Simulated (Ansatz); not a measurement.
Cost and result for the atomization energy of C$_{3}$H$_{6}$O$_{3}$, SMILES `COC(O)C=O` (12 atoms, 11 bonds).

Z-matrix (Å, degrees):
```
C
O 1 1.411
H 1 1.093 2 111.2
H 1 1.098 2 110.8 3 -121.5
H 1 1.089 2 107.0 3 119.6
C 2 1.395 1 113.2 3 62.2
C 6 1.522 2 104.0 1 172.9
O 6 1.378 2 114.4 1 -65.9
H 6 1.104 2 109.6 1 55.4
O 7 1.198 6 121.4 2 120.5
H 7 1.105 6 116.1 2 -57.4
H 8 0.969 6 106.8 2 -99.6
```

The species carries charge 0 and has multiplicity 1. Geometry: relaxed with PBE0-D4/def2-TZVP. It is one conformer, not always the lowest. Program: Ansatz. All runs use 4 threads of an Arm Neoverse V2 on a shared host. Times are those of one run each, without the atoms' runs, and a repeat can differ threefold. Electronic energies, without spin–orbit coupling; frozen cores. CCSD(T)/CBS adds CCSD(T) − MP2 in def2-TZVPP to the MP2 limit, and its time is that of the two runs behind it. T1 = 0.014. B3LYP takes the VWN-RPA correlation (the form of Gaussian; ORCA's B3LYP/G).

CCSD(T)/CBS is a level of theory with its own doubt, some kJ/mol a heavy atom from the limit and from the frozen cores, so smaller differences don't rank the functionals.

```
                             level  functions  wall time  atomization (kJ/mol)  difference from CCSD(T)/CBS  per bond
                PBE0-D4/def2-TZVPP        270        3 s                4890.3                         14.6       1.3
   PBE-D4/def2-TZVPP (with forces)        270        3 s                5039.5                        163.8      14.9
 B3LYP-D4/def2-TZVPP (with forces)        270      4.7 s                4864.5                        -11.2      -1.0
r2SCAN-D4/def2-TZVPP (with forces)        270        5 s                4888.5                         12.8       1.2
                 B2PLYP/def2-TZVPP        270        6 s                4823.8                        -51.9      -4.7
                ωB97X-V/def2-TZVPP        270      7.5 s                4882.7                          7.0       0.6
  ωB97M-V/def2-TZVPP (with forces)        270       11 s                4891.0                         15.3       1.4
                    MP2/def2-QZVPP        522       30 s                4949.2                         73.5       6.7
                CCSD(T)/def2-TZVPP        270    5.2 min                4742.9                       -132.8     -12.1
                 CCSD(T)/CBS(def2)          –    5.7 min                4875.7                          0.0       0.0
```

In def2-TZVPP, CCSD(T) changes the Hartree–Fock value by +1382.8 kJ/mol (the triples alone add +91.4 kJ/mol) and MP2 by +1510.8 kJ/mol; breaking electron pairs costs correlation energy, which Hartree–Fock lacks. From PBE to PBE0 (25 % exact exchange), in def2-TZVPP and without D4, the atomization energy moves by −145.8 kJ/mol: exact exchange takes away binding that semilocal exchange gives to molecules. The D4 term adds +32.2 kJ/mol with B3LYP and +16.9 kJ/mol with PBE0; it sums over pairs of atoms, weighted by their polarisabilities, and B3LYP, whose exchange is more repulsive, gets the larger term.
